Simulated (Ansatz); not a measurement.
Which is lower?

Two relaxed structures of SiH2S2, singlet (PBE0-D4/def2-TZVP; forces vanish, vibrations not checked).

A:

S1  (-1.519, 0.376, 1.115)
Si2  (-1.032, -0.457, -0.573)
S3  (2.009, 0.304, -0.521)
H4  (2.201, -0.732, 0.311)
H5  (1.571, 1.090, 0.475)
(Å)

B:

```csv
atom,x (Å),y (Å),z (Å)
S1,-2.0321,0.5387,0.7209
Si2,1.6387,0.0011,-0.2129
S3,-0.4510,-0.2175,-0.1251
H4,-0.7676,-1.2411,-0.9497
H5,1.5039,1.1464,0.7735
```

Ansatz 0.2.0; basis: def2-TZVPP; cores frozen in the correlated methods. B3LYP uses VWN-RPA correlation.

Which structure is lower at CCSD(T), and by how much? (To be estimated.)

By the calculation: A, by 55.32 kcal/mol (electronic energy, against the other). By their contacts, A is a complex of H₂S + SiS and B is SiH₂S₂ ([SiH][SH][S]).

All methods give the same order:

| method | E(B) − E(A) (kcal/mol) |
| --- | --- |
| PBE-D4 | 43.10 |
| r2SCAN-D4 | 45.33 |
| PBE0-D4 | 46.72 |
| B3LYP-D4 | 49.57 |
| wB97M-V | 54.06 |
| HF | 59.43 |
| MP2 | 56.27 |
| CCSD | 56.53 |
| CCSD(T) | 55.32 |

The T1 diagnostic stays at or below 0.029. The T1 diagnostic is large here, which may signal multireference character or strong orbital relaxation, so CCSD(T) is less sure.

Labels in which every atom is bracketed show which atoms are joined, not bond orders.

For scale, one of the runs: CCSD(T)/def2-TZVPP, 154 basis functions, launched by `ansatz run in.yaml --threads 2 --pin off --events-out ev --progress --plain --max-ram 4352MiB`. The run took 13 s on 2 CPU threads of an Arm Neoverse V2 (shared host), with 0.88 GiB of host memory at its peak.
